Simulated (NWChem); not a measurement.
All runs are NWChem calculations. System: water (H₂O), charge 0, spin multiplicity 1, at a geometry optimised with B3LYP/def2-SVP. Level: B3LYP/def2-TZVP, VWN1-RPA local correlation.

Input file:

```
start mol
memory heap 200 mb stack 900 mb global 1100 mb
geometry units angstroms nocenter noautoz
  O      0.000000     0.000000    -0.120236
  H      0.757028     0.000000     0.480944
  H     -0.757028     0.000000     0.480944
  symmetry group C2v
end
basis spherical
  * library def2-tzvp
end
dft
  xc b3lyp
  semidirect memsize 60000000 filesize 0
  iterations 100
end
task dft energy
```

Part of the output:

```
             Northwest Computational Chemistry Package (NWChem) 7.3.0
             --------------------------------------------------------

                                NWChem Input Module
                                -------------------

 Scaling coordinates for geometry "geometry" by  1.889725989
 (inverse scale =  0.529177249)

 Turning off AUTOSYM since
 SYMMETRY directive was detected!

                             Geometry "geometry" -> ""
                             -------------------------

 Output coordinates in angstroms (scale by  1.889725989 to convert to a.u.)

  No.       Tag          Charge          X              Y              Z
 ---- ---------------- ---------- -------------- -------------- --------------
    1 O                    8.0000     0.00000000     0.00000000    -0.12023600
    2 H                    1.0000     0.75702800     0.00000000     0.48094400
    3 H                    1.0000    -0.75702800     0.00000000     0.48094400

 Effective nuclear repulsion energy (a.u.)       9.1080040135

            Nuclear Dipole moment (a.u.)
            ----------------------------
        X                 Y               Z
 ---------------- ---------------- ----------------
     0.0000000000     0.0000000000     0.0000000000

      Symmetry information
      --------------------

 Group name             C2v
 Group number             16
 Group order               4
 No. of unique centers     2

      Symmetry unique atoms

     1    2


 Summary of "ao basis" -> "" (spherical)
 ------------------------------------------------------------------------------
       Tag                 Description            Shells   Functions and Types
 ---------------- ------------------------------  ------  ---------------------
 *                         def2-tzvp                  on all atoms

                                 NWChem DFT Module
                                 -----------------

 Summary of "ao basis" -> "ao basis" (spherical)
 ------------------------------------------------------------------------------
       Tag                 Description            Shells   Functions and Types
[...]
    33      0.126756  2 H  s                 39      0.126756  3 H  s
     2      0.089639  1 O  s                 32      0.088013  2 H  s

 Vector    5  Occ=2.000000D+00  E=-3.165714D-01  Symmetry=b2
              MO Center= -7.9D-16, -1.7D-15, -9.0D-02, r^2= 6.7D-01
   Bfn.  Coefficient  Atom+Function         Bfn.  Coefficient  Atom+Function
  ----- ------------  ---------------      ----- ------------  ---------------
     7      0.476973  1 O  py                10      0.383170  1 O  py
    13      0.338830  1 O  py                21      0.026639  1 O  d -1
    36      0.025487  2 H  py                42      0.025487  3 H  py

 Vector    6  Occ=0.000000D+00  E= 1.263212D-02  Symmetry=a1
              MO Center=  3.4D-15,  1.4D-15,  6.9D-01, r^2= 3.4D+00
   Bfn.  Coefficient  Atom+Function         Bfn.  Coefficient  Atom+Function
  ----- ------------  ---------------      ----- ------------  ---------------
     5      1.158322  1 O  s                 34     -0.932415  2 H  s
    40     -0.932415  3 H  s                 14      0.337013  1 O  pz
     3      0.188937  1 O  s                  8      0.164529  1 O  pz
    11      0.118433  1 O  pz                33     -0.092171  2 H  s
    39     -0.092171  3 H  s                  2     -0.083503  1 O  s

 Vector    7  Occ=0.000000D+00  E= 8.838593D-02  Symmetry=b1
              MO Center=  4.1D-16, -1.7D-17,  7.1D-01, r^2= 4.0D+00
   Bfn.  Coefficient  Atom+Function         Bfn.  Coefficient  Atom+Function
  ----- ------------  ---------------      ----- ------------  ---------------
    34      1.636390  2 H  s                 40     -1.636390  3 H  s
    12     -0.683255  1 O  px                 6     -0.256072  1 O  px
     9     -0.123091  1 O  px                32      0.036112  2 H  s
    38     -0.036112  3 H  s                 35      0.033597  2 H  px
    41      0.033597  3 H  px                37      0.032496  2 H  pz

 Vector    8  Occ=0.000000D+00  E= 3.519750D-01  Symmetry=b1
              MO Center= -2.6D-16, -7.2D-32, -9.4D-02, r^2= 2.5D+00
   Bfn.  Coefficient  Atom+Function         Bfn.  Coefficient  Atom+Function
  ----- ------------  ---------------      ----- ------------  ---------------
    33      1.438040  2 H  s                 39     -1.438040  3 H  s
    12     -1.152471  1 O  px                34     -0.579142  2 H  s
    40      0.579142  3 H  s                  9     -0.345463  1 O  px
    23      0.124321  1 O  d  1              32      0.124786  2 H  s
    38     -0.124786  3 H  s                  6     -0.117094  1 O  px

 center of mass
 --------------
 x =   0.00000000 y =   0.00000000 z =  -0.10007044

 moments of inertia (a.u.)
 ------------------
           2.310342816991           0.000000000000           0.000000000000
           0.000000000000           6.435463705811           0.000000000000
           0.000000000000           0.000000000000           4.125120888820

     Multipole analysis of the density
     ---------------------------------

     L   x y z        total         alpha         beta         nuclear
     -   - - -        -----         -----         ----         -------
     0   0 0 0     -0.000000     -5.000000     -5.000000     10.000000

     1   1 0 0     -0.000000     -0.000000     -0.000000      0.000000
     1   0 1 0     -0.000000     -0.000000     -0.000000      0.000000
     1   0 0 1      0.825575      0.412788      0.412788      0.000000

     2   2 0 0     -3.297672     -3.695382     -3.695382      4.093092
     2   1 1 0     -0.000000     -0.000000     -0.000000      0.000000
     2   1 0 1      0.000000      0.000000      0.000000      0.000000
     2   0 2 0     -5.643984     -2.821992     -2.821992      0.000000
     2   0 1 1     -0.000000     -0.000000     -0.000000      0.000000
     2   0 0 2     -4.665067     -3.365049     -3.365049      2.065032

 Task  times  cpu:        0.2s     wall:        0.2s

 Total times  cpu:        0.2s     wall:        0.2s
```
